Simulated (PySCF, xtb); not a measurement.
C4H5N, SMILES c1cc[nH]c1.

Coordinates come from a B3LYP-D3(BJ)/def2-SVP optimisation.

Computed with IEF-PCM-B3LYP/def2-SVP in PySCF.

The values are the electrostatic part of the solvation free energy, E(continuum) − E(gas) at the gas-phase geometry, in a cavity of scaled van der Waals radii (PySCF's table); cavitation and dispersion terms are not included. In vacuum the orbital gap is 6.80 eV. The dipole moment in vacuum is 2.01 D.

Task: Estimate the values in water (ε = 78.36), n-hexane (ε = 1.88), acetone (ε = 20.49). (Estimate from the structure and the level; the computed values follow.)

Result: 
```json
[
 {"solvent": "water", "ε": "78.36", "ΔG(elec) (kcal/mol)": "-5.3", "dipole (D)": "2.71", "gap (eV)": "6.87"},
 {"solvent": "n-hexane", "ε": "1.88", "ΔG(elec) (kcal/mol)": "-1.8", "dipole (D)": "2.25", "gap (eV)": "6.82"},
 {"solvent": "acetone", "ε": "20.49", "ΔG(elec) (kcal/mol)": "-4.9", "dipole (D)": "2.67", "gap (eV)": "6.87"}
]
```

For comparison, GFN2-xTB/ALPB(water) (xtb, at the GFN2-xTB geometry, all terms of that model) gives -2.4 kcal/mol.
